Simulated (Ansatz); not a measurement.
# Si₂H₂ (SMILES [SiH]#[SiH]): one structure at several levels

One table from this session's results is given with a row withheld; the runs are named, their logs left out.

Program: Ansatz 0.2.0, Gaussian basis. Level of theory: single points in def2-TZVPP. These are calculated values, not measurements.

Cores are frozen in the correlated methods.

1 further run of the same task is left out (it didn't finish).

## Where the work starts

SMILES `[SiH]#[SiH]`, 4 atoms, charge 0, spin multiplicity 1.

Atoms are counted from 1 here; the program's logs count them from 0.

Bond lengths: Si1–Si2 2.292 Å, Si1–H3 1.540 Å, Si2–H4 1.607 Å. Angles: Si2–Si1–H3 90.8°, Si1–Si2–H4 56.4°.

As a file:

```xyz
4
charge 0, multiplicity 1
Si    0.2201   -0.1006    1.1291
Si   -1.0341   -0.0418   -0.7878
H     1.4127   -0.6926    0.3556
H     0.2366    0.9073   -0.5280
```

The first run:

File run/in.yaml:

```yaml
crystal:
  periodic: [false, false, false]
  atoms:
    - {symbol: Si, position_ang: [0.220138, -0.100584, 1.129102]}
    - {symbol: Si, position_ang: [-1.034076, -0.041775, -0.787810]}
    - {symbol: H, position_ang: [1.412733, -0.692566, 0.355603]}
    - {symbol: H, position_ang: [0.236609, 0.907304, -0.527976]}
basis:
  gaussian: {orbitals: def2-TZVPP}
hamiltonian: {xc: pbe, dispersion: d4}
output: {forces: true}
```

The run is started by

```bash
> ansatz run in.yaml --threads 2 --pin off --events-out ev --progress --plain --max-ram 3481MiB
```

Among the steps run: PBE-D4/def2-TZVPP; r2SCAN-D4/def2-TZVPP; PBE0-D4/def2-TZVPP; wB97M-V/def2-TZVPP; CCSD(T)/def2-TZVPP.

One of the session's tables, all rows but one given; the rest of the session is left out.

| method | RMS force component (eV/Å) | angle to CCSD(T) forces (°) | dipole (D) |
| --- | --- | --- | --- |
| PBE-D4 | 0.416 | 16.4 | 0.50 |
| r2SCAN-D4 | 0.498 | 7.4 | 0.52 |
| PBE0-D4 | ? | ? | ? |
| wB97M-V | 0.464 | 10.7 | 0.74 |
| CCSD(T) | 0.432 | reference | 0.60 |

Estimate the missing values for PBE0-D4.

**Answer.** RMS force component (eV/Å): 0.471; angle to CCSD(T) forces (°): 9.6; dipole (D): 0.58. In the column «RMS force component (eV/Å)» it lies between wB97M-V (0.464) and r2SCAN-D4 (0.498).

To keep in mind: The reference is not at the basis limit: in triple zeta CCSD(T) underbinds, which counts against methods that bind more; the gaps are no ranking. The T1 diagnostic is large here, over the usual mark for main-group molecules (transition-metal compounds often pass it harmlessly), so CCSD(T) itself may be off.
